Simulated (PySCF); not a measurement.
Compound: mercaptoacetone, C3H6OS.
Atom-mapped SMILES: `[CH3:1][C:2](=[O:3])[CH2:4][SH:5]` (hydrogens: H6, H7, H8 on C1; H9, H10 on C4; H11 on S5)

Structure used (PBE0-D3(BJ)/def2-SVP), in Å, numbered top down from 1:
```xyz
11
C3H6OS angstrom
C      1.408   -0.152   -0.429
C      0.186   -0.466    0.393
O      0.244   -0.856    1.534
C     -1.160   -0.246   -0.273
S     -1.569    1.529   -0.292
H      1.546   -0.944   -1.184
H      1.283    0.800   -0.966
H      2.293   -0.116    0.217
H     -1.930   -0.820    0.261
H     -1.145   -0.547   -1.332
H     -1.570    1.680    1.050
```

The closed-shell ground state was solved at several levels (PySCF, density fitting, gas phase, non-relativistic).

```tsv
level	basis functions	HOMO (eV)	LUMO (eV)	gap (eV)	dipole (D)
PBE0/pcSseg-1	122	-7.07	-0.87	6.20	1.79
CAM-B3LYP/def2-SVPD	158	-8.51	0.14	8.65	2.14
```

What might CAM-B3LYP/pcSseg-2 (271 basis functions) give for the same quantities?

HOMO -8.47 eV, LUMO 0.25 eV, gap 8.72 eV, dipole 2.09 D.

Over all these levels, which gives the widest orbital gap and which the narrowest?

CAM-B3LYP/pcSseg-2 (range-separated hybrid) has the widest, 8.72 eV, and PBE0/pcSseg-1 (global hybrid, 25 % exact exchange) the narrowest, 6.20 eV. Functional and basis both differ between the two, so the spread mixes both effects.

How far do the dipole and the HOMO energy spread over the levels?

The dipole runs from 1.79 to 2.14 D (mean 2.01 D) and the HOMO from -8.51 to -7.07 eV.

One conformer stands for the species.
